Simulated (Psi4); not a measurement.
**B2H5F (diborane mono F) at B97-3/STO-6G (density fitting)**

We compute a geometry optimisation of B2H5F (diborane mono F). 

The results are computed with Psi4 1.11.

3 further runs of the same task are left out: 2 that didn't finish, 1 set aside as unsound or not needed.

### Step 1. The molecule

B2H5F has 8 atoms, charge 0, and is taken as a singlet. Geometry: relaxed at GFN2-xTB. The run starts from this shape.

Bond lengths: B1–F2 1.338 Å, B1–B5 1.826 Å, B1–H3 1.176 Å, H4–B5 1.301 Å, B5–H6 1.171 Å, B5–H7 1.171 Å, B5–H8 1.304 Å. Some angles: F2–B1–B5 119.3°, F2–B1–H3 116.1°, H3–B1–B5 124.6°, B1–B5–H4 48.0°, B1–B5–H6 121.4°, B1–B5–H7 119.5°, B1–B5–H8 47.8°, H4–B5–H6 110.9°, H4–B5–H7 109.0°, H4–B5–H8 95.7°.

### Step 2. A structure relaxation at B97-3/STO-6G (density fitting)

job.inp reads:

```
memory 1600 mb

molecule mol {
  0 1
  B
  F 1 r2
  H 1 r3 2 a3
  H 1 r4 3 a4 2 d4
  B 4 r5 1 a5 3 d5
  H 5 r6 4 a6 1 d6
  H 5 r7 6 a7 4 d7
  H 5 r8 6 a8 7 d8

  r2 = 1.337958
  r3 = 1.17561
  a3 = 116.10334
  r4 = 1.358527
  a4 = 113.11898
  d4 = 129.18972
  r5 = 1.301475
  a5 = 86.67786
  d5 = 116.4303
  r6 = 1.170861
  a6 = 110.91404
  d6 = 114.02698
  r7 = 1.171449
  a7 = 119.03174
  d7 = -127.64019
  r8 = 1.303919
  a8 = 110.7393
  d8 = -127.36345
}

set basis STO-6G
set geom_maxiter 50
set g_convergence gau

result, w = optimize('b97-3', return_wfn=True)
print_variables()
```

Command:

```console
psi4 job.inp job.out -n 1
```

What values should one expect? Wanted: total energy at the end; dipole moment; HOMO energy; LUMO energy; HOMO–LUMO gap.

Computed results:

At B97-3/STO-6G (density fitting):

```
               quantity          value
total energy at the end  -151.91855 Eh
          dipole moment         1.21 D
            HOMO energy       -7.80 eV
            LUMO energy        2.16 eV
          HOMO–LUMO gap        9.96 eV
```

In words: At the final geometry: Bond lengths: B1–F2 1.309 Å, B1–B5 1.855 Å, B1–H3 1.170 Å, H4–B5 1.279 Å, B5–H6 1.157 Å, B5–H7 1.157 Å, B5–H8 1.279 Å. Some angles: F2–B1–B5 120.2°, F2–B1–H3 123.5°, H3–B1–B5 116.3°, B1–B5–H4 50.7°, B1–B5–H6 118.3°, B1–B5–H7 119.3°, B1–B5–H8 50.7°, H4–B5–H6 109.3°, H4–B5–H7 106.2°, H4–B5–H8 101.2°. The optimisation took 6 steps and changed the energy by -0.166 eV.
